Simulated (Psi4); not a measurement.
This Psi4 input (MP2/def2-TZVP) gives -498.84788 Eh with 80 basis functions.

```
memory 8100 MB

molecule {
-1 1
C     0.01909113    0.15267994   -1.32752912
Cl   -0.01118660    0.00667210    0.64763898
H     0.90111306   -0.49482969   -1.50763755
H    -0.82548774   -0.53467571   -1.53705043
}

set {
  basis def2-tzvp
  scf_type df
  freeze_core true
}

energy('mp2')
print_variables()
```

Change:
```diff
- basis def2-tzvp
+ basis def2-qzvpp
```

What does the run give now?

-498.91024 Eh (MP2/def2-QZVPP, 187 functions), a change of -62.36 mEh.
